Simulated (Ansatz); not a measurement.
Results of PBE0-D3(BJ) (Ansatz, a first-principles code, PAW) for fluorite SrCl₂.

Numerical settings: plane-wave cutoff 460 eV, 6×6×6 k mesh, Fermi–Dirac smearing 0.01 eV, scalar-relativistic PAW data made under PBE.

Energies at three volumes about the minimum:

```json
[
 {"V (Å³/atom)": "26.852", "E − E_lowest (meV/atom)": "2.20"},
 {"V (Å³/atom)": "27.608", "E − E_lowest (meV/atom)": "0.00"},
 {"V (Å³/atom)": "28.229", "E − E_lowest (meV/atom)": "1.98"}
]
```

### Question
Fit a parabola by hand: where is the minimum, what lattice constant follows, and what is the bulk modulus?

### Answer
Slopes: (0.00 − 2.20)/(27.608 − 26.852) = -2.910 and (1.98 − 0.00)/(28.229 − 27.608) = 3.188 meV/Å³. Curvature E″ = 2 × (3.188 − (-2.910))/(28.229 − 26.852) = 8.857 meV/Å⁶. From the middle of the first interval, the slope vanishes at V0 = 27.2300 − (-2.910)/8.857 = 27.559 Å³/atom. B = V0 E″ = 27.559 × 8.857 meV/Å³ × 0.1602 GPa per meV/Å³ = 39.1 GPa. With 12 atoms in the cube, a = (12 × 27.559)^(1/3) = 6.915 Å. The full Birch–Murnaghan fit to all volumes gives V0 = 27.543 Å³/atom and B0 = 39.2 GPa.

Measured, for comparison: bulk modulus 34.3 GPa (temperature not stated, not corrected to a static lattice, from elastic constants; as tabulated in Kanchana et al., Calculated structural, elastic and electronic properties of …); lattice constant a 6.974 Å (room temperature, not corrected to a static lattice; as tabulated in Kanchana et al., Calculated structural, elastic and electronic properties of …). Computed (rounded) less measured: bulk modulus +14 % (against room or unstated temperature, where such soft solids are markedly softer).
